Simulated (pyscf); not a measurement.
Single points on ωB97X-D3(BJ)/def2-SVP structures (PySCF, gas phase). Correlated levels are frozen-core, on RHF or UHF. ΔMP2 is the change of the MP2 total energy from the triple- to the quadruple-zeta basis.

SMILES: O=C1CO1
```xyz
6

O     -0.5932     0.2184     1.8725
C     -1.0059     0.0715     0.7711
C     -0.9080    -0.1494    -0.6593
O     -2.1641     0.0296     0.1322
H     -0.7737    -1.1597    -1.0632
H     -0.6861     0.6803    -1.3407
```

Task: How much does it cost (ΔH, 298 K, CCSD(T)/def2-TZVPP + ΔMP2(QZVPP)) to split cyclic C₂H₂O₂ (SMILES O=C1CO1) at its C–H bond into cyclic C₂HO₂ (SMILES O=C1[CH]O1) [doublet] + H•?

Result: C–H to cyclic C₂HO₂ (SMILES O=C1[CH]O1) [doublet] + H•: 4.43 eV. The radicals are drawn with the spin at the cut bond; how far it spreads was not checked. cyclic C₂H₂O₂ (SMILES O=C1CO1) lies 0.36 eV over its isomer O=CH–CH=O, and others may lie lower still (electronic energy, ωB97M-D3(BJ)). Other isomers of cyclic C₂HO₂ (SMILES O=C1[CH]O1) [doublet] were not searched in full and may lie lower. The CCSD(T) − MP2 part came from Ansatz, without density fitting, on the same reference.
